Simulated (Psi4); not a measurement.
Reaction (SMILES): PP (P2H4) + [H][H] (H2) → 2 P (PH3)
B3LYP-D3(BJ)/def2-TZVP geometries, fixed; electronic energies without zero-point terms.
Largest species:
```xyz
6

P     -1.0203    -0.4713    -0.0535
P      1.0203     0.4711     0.0549
H     -1.5176     0.2567     1.0604
H     -1.5148     0.4895    -0.9757
H      1.5219    -0.4987     0.9637
H      1.5105    -0.2449    -1.0699
```

Basis-set convergence of the energy of full hydrogenation at PBE with Psi4. Cartesian d functions, on some or all atoms, in 6-31+G*; all else is spherical. Density fitting with the program's default auxiliary sets. No added dispersion term, no relativity. Functions are those of the species that has most. Reference: the value in def2-QZVPPD, -3.53 kcal/mol, itself unsure by roughly 0.05 kcal/mol (its mean distance from def2-QZVPP, cc-pV(Q+d)Z). Deviations are taken from unrounded values.

| basis | functions | energy of full hydrogenation (kcal/mol) | minus reference (kcal/mol) |
|---|---|---|---|
| 6-31G | 34 | -2.27 | 1.26 |
| def2-SV(P) | 44 | -3.65 | -0.12 |
| 6-31+G* | 54 | -4.53 | -1.00 |
| aug-cc-pV(D+d)Z | 100 | -5.05 | -1.52 |
| def2-TZVPD | 122 | -3.39 | 0.14 |
| cc-pV(T+d)Z | 134 | -3.49 | 0.04 |
| def2-TZVPPD | 164 | -3.51 | 0.02 |
| aug-cc-pV(T+d)Z | 202 | -3.63 | -0.10 |
| def2-QZVPPD | 284 | -3.53 | 0.00 |
